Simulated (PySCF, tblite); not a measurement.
Isomers of [C4H10OP]+ (charge +1), one GFN2-xTB conformer each. Single-point energies are computed at PBE0/pcSseg-1 (PySCF, gas phase, no added dispersion term), electronic only.

**Question.** Rank them by PBE0/pcSseg-1 energy, lowest first (kcal/mol).
A. `[CH2:1]=[C:2]([CH3:3])[PH2+:4][CH2:5][OH:6]` (charge +1) with C1–C2–P4–C5 -99°, C2–P4–C5–O6 -62°, P4–C5–O6–H -179°
B. `[CH2:1]1[CH2:2][PH2+:3][CH2:4][CH2:5][O:6]1` (charge +1) with O6–C1–C2–P3 -57°, C1–C2–P3–C4 45°, C2–P3–C4–C5 -45°, P3–C4–C5–O6 57°

**Answer.** B (0.0), A (18.4).

As drawn, the higher has an O–H bond, which the lower lacks. GFN2-xTB itself gives, in the same order: 0.0, 23.4. Both levels put the same isomer lowest.

**Question.** Which frontier levels and rotational constants go with these structures?

**Answer.** 
```json
{"SMILES": "C1C[PH2+]CCO1", "HOMO (eV, PBE0/pcSseg-1)": "-12.29", "LUMO (eV)": "-4.59", "A, B, C (MHz)": "4034, 3072, 1947"}
{"SMILES": "C=C(C)[PH2+]CO", "HOMO (eV, PBE0/pcSseg-1)": "-12.55", "LUMO (eV)": "-5.59", "A, B, C (MHz)": "4135, 2009, 1650"}
```

**Question.** What happens when harmonic zero-point energies from GFN2-xTB frequencies are added?

**Answer.** 
```json
{"SMILES": "C1C[PH2+]CCO1", "ZPE (kcal/mol)": "82.6", "electronic (kcal/mol)": "0.0", "with ZPE (kcal/mol)": "0.0"}
{"SMILES": "C=C(C)[PH2+]CO", "ZPE (kcal/mol)": "79.8", "electronic (kcal/mol)": "18.4", "with ZPE (kcal/mol)": "15.6"}
```

The zero-point energies span 2.8 kcal/mol. The order is unchanged.

**Question.** As an exercise, what shares would exp(−E/RT) give at 2000 K from these electronic energies alone (no entropy, no degeneracies)?

**Answer.** RT = 3.974 kcal/mol: C1C[PH2+]CCO1 99.0 %, C=C(C)[PH2+]CO 1.0 %.
